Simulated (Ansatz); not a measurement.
MgH2SO (SMILES [OH][Mg][SH]), closed shell: a single point displaced at random from its PBE0-D4/def2-TZVP minimum.

in.yaml

```yaml
crystal:
  periodic: [false, false, false]
  atoms:
    - {symbol: O, position_ang: [-1.176100, -1.232860, 0.348919]}
    - {symbol: Mg, position_ang: [-0.188985, 0.069894, -0.032726]}
    - {symbol: S, position_ang: [1.098466, 1.748723, -0.768404]}
    - {symbol: H, position_ang: [-1.713393, -2.225705, 0.389221]}
    - {symbol: H, position_ang: [1.930438, 1.544812, -0.006641]}
basis:
  gaussian: {orbitals: def2-TZVPP}
correlation: {method: ccsd_t}
output: {forces: true}
```

An equivalent command:

```bash
ansatz run in.yaml --threads 2 --pin off --events-out ev --progress --plain
```

What Ansatz 0.2.0 printed:

```
Functional definition: HF
  name "HF"
  cite "Fock, Z. Phys. 61, 126 (1930) doi:10.1007/BF01340294"
  parent pbe
  exchange = exact_x
  correlation = 0
870 factors; integrals over basis functions are off by at most 8.7e-4 eV
mean field evaluation 1: about -18315.9550 eV, gradient 4.5e1 eV
mean field evaluation 2: about -18316.0278 eV, gradient 4.5e1 eV
mean field evaluation 4: about -18319.9119 eV, gradient 2.7e0 eV
mean field evaluation 8: about -18319.9635 eV, gradient 2.9e-1 eV
mean field evaluation 16: about -18317.7625 eV, gradient 3.6e1 eV
mean field -18319.96430193 eV, -673.2462703781 hartree, gradient 8.3e-6 eV, S^2 0.000000; 0 other end points of the search recorded, 0 dependent functions left out
7 core orbitals not correlated: weight in the atoms' cores, before any rotation towards them, 1.000 or more for the frozen orbitals, at most 0.000 for the correlated occupied ones
reference -18319.96430193 eV, -673.2462703781 hartree; 12, 12 occupied and 114, 114 virtual orbitals, 870 factors
second order -17.13391905 eV of doubles, -0.00000000 eV of singles
cycle   1  -17.39697664 eV  change   -2.6e-1 eV  update   8.1e-2
cycle   2  -17.71173822 eV  change   -3.1e-1 eV  update   2.5e-2
cycle   3  -17.79636242 eV  change   -8.5e-2 eV  update   1.3e-2
cycle   4  -17.78911239 eV  change    7.3e-3 eV  update   3.3e-3
cycle   5  -17.78845298 eV  change    6.6e-4 eV  update   1.5e-3
cycle   6  -17.78876714 eV  change   -3.1e-4 eV  update   4.3e-4
cycle   7  -17.78854809 eV  change    2.2e-4 eV  update   1.7e-4
cycle   8  -17.78853199 eV  change    1.6e-5 eV  update   4.7e-5
cycle   9  -17.78853542 eV  change   -3.4e-6 eV  update   1.8e-5
cycle  10  -17.78852673 eV  change    8.7e-6 eV  update   6.2e-6
perturbative correction -0.54176217 eV, -0.0199093924 hartree
the calculation of the forces begins
Total energy: -18338.29459083 eV, -673.9198960704 hartree
Atom 0 at    -1.176100    -1.232860     0.348919 Å, force    -4.103028    -6.892899     0.745314 eV/Å
Atom 1 at    -0.188985     0.069894    -0.032726 Å, force     0.934880     1.245322    -0.439473 eV/Å
Atom 2 at     1.098466     1.748723    -0.768404 Å, force    -5.988028     1.992513    -5.909587 eV/Å
Atom 3 at    -1.713393    -2.225705     0.389221 Å, force     2.760030     5.139026    -0.175117 eV/Å
Atom 4 at     1.930438     1.544812    -0.006641 Å, force     6.396146    -1.483963     5.778863 eV/Å
Dipole moment:    -0.113390    -0.356120     0.224698 e Å
```

The lines “mean field evaluation” count trial sets of orbitals through the whole run, from several starts and some on an approximate energy, so they need not fall steadily or lie above the final value.

The run took 45 s on 2 CPU threads (shared host), with 1.2 GiB of host memory at its peak.
